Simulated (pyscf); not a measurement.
Optimised with ωB97X-D3(BJ)/def2-SVP in PySCF.

**Question.** Estimate by transition-state theory the rate constant of Cl–TiH(Cl)–Cl (SMILES [Cl][TiH]([Cl])[Cl]) + HF (SMILES F) -> F–Ti(Cl)(Cl)–Cl (SMILES [F][Ti]([Cl])([Cl])[Cl]) + H₂ (SMILES [H][H]) (singlet surface; H–Ti, F–H broken, F–Ti, H–H formed) at 900 K, with ωB97M-D3(BJ)/def2-TZVP energies (ideal gas, 1 atm, RRHO with modes under 100 cm⁻¹ raised to 100, one conformer, R ln 2 for rigid chiral ones; no tunnelling).

**Answer.** The electronic barrier is 2.2 kcal/mol and the thermal terms add +29.4, so ΔG‡ = 31.6 kcal/mol. With k_BT/h = 1.88e+13 s⁻¹ and RT = 1.788 kcal/mol, and a volume of 1.23e-19 cm³ per molecule at 1 atm, k = 4.9e-14 cm³ molecule⁻¹ s⁻¹. Wigner's tunnelling factor for 790i cm⁻¹ would be 1.07. A shift of 1 kcal/mol in the barrier changes k by a factor 1.7. On the reactant side the descent ends in an adduct with a F–Ti contact, 3.8 kcal/mol under the separated species and 4.2 kcal/mol under the saddle at ωB97X-D3(BJ)/def2-TZVP. What is counted as formed (F–Ti) is already present as a longer contact in the reactant adduct; forming that adduct is a step of its own. At the saddle there is also a short H–Ti contact that neither side keeps. This is the saddle that the search found; another between the same sides may lie lower.
